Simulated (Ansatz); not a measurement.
# Structure relaxation of KH3

The calculation used DFT PBE, scalar-relativistic, plane waves, PAW (Ansatz 0.2.0). Cutoff 420 eV, Γ-centred k mesh, Gaussian smearing, no spin polarisation in the final step.

A relaxed cell is given with its space group left out.

```
CELL_PARAMETERS angstrom
1.34684 -5.46981 0.00000
1.34684 5.46981 0.00000
0.00000 0.00000 4.26218
ATOMIC_POSITIONS crystal
K 0.00000 0.00000 0.00000
H 0.00000 0.50000 0.00000
H 0.50000 0.00000 0.00000
H 0.50000 0.50000 0.50000
```

The zero of energy is the elements' standard structures at the same level (H₂ as a molecule); no fitted shifts are applied.

Problem. What space group does it have?

Solution. Cmmm (No. 65). Conventional cell: a = 2.694 Å, b = 10.940 Å, c = 4.262 Å. Around K lie 4 H at 2.52 Å, 2 K at 2.69 Å and 4 H at 2.82 Å; around H on Wyckoff site e (2 atoms of the primitive cell) lie 2 H at 1.35 Å; around H on Wyckoff site c (1 atom of the primitive cell) lie 4 K at 2.52 Å and 2 H at 2.69 Å.

Problem. How far does it lie from the elements in energy?

Solution. 0.48 eV/atom.

Problem. Is it a metal?

Solution. Yes, bands cross the Fermi level on the 18×18×10 mesh.

The final run used a 18×18×10 mesh on its 4-atom cell and 0.10 eV smearing. For metals, differences of a few meV/atom aren't resolved. The cell came from a trial start, so KH3 may not exist in this structure.

Cost: 2 runs of about 6.4 core-minutes in all, on Arm Neoverse V1 (shared hosts).